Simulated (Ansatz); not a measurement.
Species: CHO, SMILES `[CH]=O` (charge 0, multiplicity 2), formula CHO.

**Question.** How many basis functions does frozen-core CCSD(T)/cc-pVTZ // B3LYP-D3(BJ)/def2-TZVP run with Ansatz (a quantum-chemistry and plane-wave program) use, how many core orbitals are frozen, and how many electrons are correlated?

**Answer.** 74 basis functions and 2 frozen orbitals, which leaves 11 correlated electrons. Core time is of the order of seconds.
